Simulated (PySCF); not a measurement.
# SiH+: magnetic properties

The task here is to estimate one member of a computed series from the others.

Programs: PySCF 2.14.0, with routines of our own; each step states its level. All values are computed. Atoms count from 0.

## The starting structure

2 atoms, charge 1, multiplicity 1; geometry from: GFN2-xTB.

The first run:

What the job is given:

```
{"job": {"xc": "PBE0", "basis": "def2-SVP", "d3": "d3bj", "grid": 1, "kind": "geom"}, "charge": 1, "multiplicity": 1}
Si     0.752135    -0.003066    -0.002632
H     -0.749379     0.004334    -0.011517
```

Started as:

```bash
OMP_NUM_THREADS=1 python excited_run.py task.json out
```

One launch serves the whole session: the jobs run in the order shown.

Among the steps run: Geometry optimisation at PBE0-D3(BJ)/def2-SVP; Magnetic properties: GIAO revPBE/aug-pcSseg-2; Magnetic properties: GIAO PW91/aug-pcSseg-2; Magnetic properties: GIAO B3LYP/aug-pcSseg-2; Magnetic properties: GIAO X3LYP/aug-pcSseg-2; Magnetic properties: GIAO PBE0/aug-pcSseg-2; Magnetic properties: GIAO mPW1PW91/aug-pcSseg-2; Magnetic properties: GIAO B97-2/aug-pcSseg-2; Magnetic properties: GIAO BHandHLYP/aug-pcSseg-2; Magnetic properties: GIAO HSE06/aug-pcSseg-2; Magnetic properties: GIAO CAM-B3LYP/aug-pcSseg-2; Magnetic properties: GIAO wB97X/aug-pcSseg-2; Magnetic properties: GIAO wB97X-D/aug-pcSseg-2.

One of the session's tables, all rows but one given; the rest of the session is left out.

| level | gap (eV) |
| --- | --- |
| GIAO revPBE/aug-pcSseg-2 | 2.79 |
| GIAO PW91/aug-pcSseg-2 | 2.73 |
| GIAO B3LYP/aug-pcSseg-2 | 4.46 |
| GIAO X3LYP/aug-pcSseg-2 | 4.59 |
| GIAO PBE0/aug-pcSseg-2 | 4.89 |
| GIAO mPW1PW91/aug-pcSseg-2 | 4.91 |
| GIAO B97-2/aug-pcSseg-2 | 4.63 |
| GIAO BHandHLYP/aug-pcSseg-2 | 6.99 |
| GIAO HSE06/aug-pcSseg-2 | 4.10 |
| GIAO CAM-B3LYP/aug-pcSseg-2 | ? |
| GIAO wB97X/aug-pcSseg-2 | 9.57 |
| GIAO wB97X-D/aug-pcSseg-2 | 8.68 |

Q: Estimate the row for GIAO CAM-B3LYP/aug-pcSseg-2 from the others.

**Answer.** gap (eV): 7.40. In the column «gap (eV)» it lies between GIAO BHandHLYP/aug-pcSseg-2 (6.99) and GIAO wB97X-D/aug-pcSseg-2 (8.68).

To keep in mind: For an ion, the motion of the centre of mass in the field is left out. Vibrational averaging and real surroundings are missing from these values.
